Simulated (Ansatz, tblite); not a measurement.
# MnF2: a ladder of methods and basis sets

The task here is to estimate one member of a computed series from the others.

The runs use Ansatz 0.2.0, Gaussian basis; as each input shows.

Levels to be run: GFN1-xTB, GFN2-xTB, PBE-D4/def2-TZVP, r2SCAN-D4/def2-TZVP, revPBE-D4/def2-TZVP, ωB97M-V/def2-TZVP, CAM-B3LYP-D4/def2-TZVP, B3LYP-D4/def2-TZVP, r2SCAN0-D4/def2-TZVP, PBE-D4/def2-SVP, PBE0-D4/def2-SVP, HF/6-31G, B3LYP-D4/6-31G, PBE0-D4/def2-TZVPD, PBE-D4/def2-TZVPD, r2SCAN-D4/def2-TZVPD, CCSD(T)/def2-TZVPP, MP2/def2-TZVP, RPA/def2-TZVP, CCSD(T)/def2-TZVPD.

2 further runs of the same task are left out: 2 for a known fault of the program.

## The relaxed structure

The sextet was relaxed beforehand with PBE0-D4/def2-TZVP.

3 atoms, charge 0, spin multiplicity 6.

Bond lengths: Mn1–F2 1.791 Å, Mn1–F3 1.791 Å. Angles: F2–Mn1–F3 179.6°.

As a file:

| atom | x (Å) | y (Å) | z (Å) |
| --- | --- | --- | --- |
| Mn1 | -0.0036 | -0.0020 | -0.0001 |
| F2 | -0.0146 | -0.0193 | 1.7905 |
| F3 | 0.0182 | 0.0213 | -1.7905 |

Formally the metal is d5. No spin-orbit coupling is included.

PBE0-D4/def2-TZVP was run before; its log isn't repeated, and its numbers join the tables.

Set-up of the first run:

Tight binding, by tblite at 300 K electronic temperature and without a spin-polarisation term:

```python
tblite.interface.Calculator('GFN1-xTB', numbers, positions, charge=0, uhf=5).singlepoint()
```

Tight binding, by tblite at 300 K electronic temperature and without a spin-polarisation term:

```python
tblite.interface.Calculator('GFN2-xTB', numbers, positions, charge=0, uhf=5).singlepoint()
```

start.molden holds the orbitals of an earlier run on this state, given as this run's starting guess.

Contents of in.yaml:

```yaml
crystal:
  periodic: [false, false, false]
  atoms:
    - {symbol: Mn, position_ang: [-0.003563, -0.002049, -0.000054]}
    - {symbol: F, position_ang: [-0.014615, -0.019293, 1.790531]}
    - {symbol: F, position_ang: [0.018178, 0.021342, -1.790478]}
basis:
  gaussian: {orbitals: def2-TZVP, initial_orbitals: start.molden}
magnetization: {spin_polarized: true, initial_magnetization: 5}
hamiltonian: {xc: pbe, dispersion: d4}
scf: {omitted_lower_state_checks: [starts]}
output: {forces: true, orbitals: {seedname: orbitals}}
```

Started as:

```sh
$ ansatz run in.yaml --threads 4 --pin off --events-out ev --progress --plain --max-ram 3916MiB
```

Among the steps run: PBE-D4/def2-TZVP; r2SCAN-D4/def2-TZVP; revPBE-D4/def2-TZVP; ωB97M-V/def2-TZVP; CAM-B3LYP-D4/def2-TZVP; B3LYP-D4/def2-TZVP; r2SCAN0-D4/def2-TZVP; PBE-D4/def2-SVP; PBE0-D4/def2-SVP; HF/6-31G; B3LYP-D4/6-31G; PBE0-D4/def2-TZVPD; PBE-D4/def2-TZVPD; r2SCAN-D4/def2-TZVPD; CCSD(T)/def2-TZVPP; MP2/def2-TZVP; RPA/def2-TZVP; CCSD(T)/def2-TZVPD.

One of the session's tables, all rows but one given; the rest of the session is left out.

| level | HOMO (eV) | LUMO (eV) | gap (eV) |
| --- | --- | --- | --- |
| HF/6-31G | -13.21 | 0.65 | 13.86 |
| PBE-D4/def2-SVP | -6.16 | -3.61 | 2.55 |
| PBE-D4/def2-TZVP | -6.80 | -4.27 | 2.53 |
| PBE-D4/def2-TZVPD | -6.88 | -4.31 | 2.57 |
| revPBE-D4/def2-TZVP | ? | ? | ? |
| r2SCAN-D4/def2-TZVP | -7.37 | -3.39 | 3.99 |
| r2SCAN-D4/def2-TZVPD | -7.40 | -3.37 | 4.03 |
| B3LYP-D4/6-31G | -7.82 | -3.10 | 4.72 |
| B3LYP-D4/def2-TZVP | -8.42 | -3.40 | 5.02 |
| PBE0-D4/def2-SVP | -8.34 | -2.37 | 5.96 |
| PBE0-D4/def2-TZVP | -8.77 | -2.68 | 6.09 |
| PBE0-D4/def2-TZVPD | -8.79 | -2.68 | 6.12 |
| r2SCAN0-D4/def2-TZVP | -9.10 | -2.14 | 6.96 |
| CAM-B3LYP-D4/def2-TZVP | -10.24 | -2.18 | 8.07 |
| ωB97M-V/def2-TZVP | -11.15 | -1.71 | 9.44 |

Estimate the missing values for revPBE-D4/def2-TZVP.

**Answer.** HOMO (eV): -6.72; LUMO (eV): -4.12; gap (eV): 2.61. In the column «HOMO (eV)» it lies between PBE-D4/def2-TZVP (-6.80) and PBE-D4/def2-SVP (-6.16).
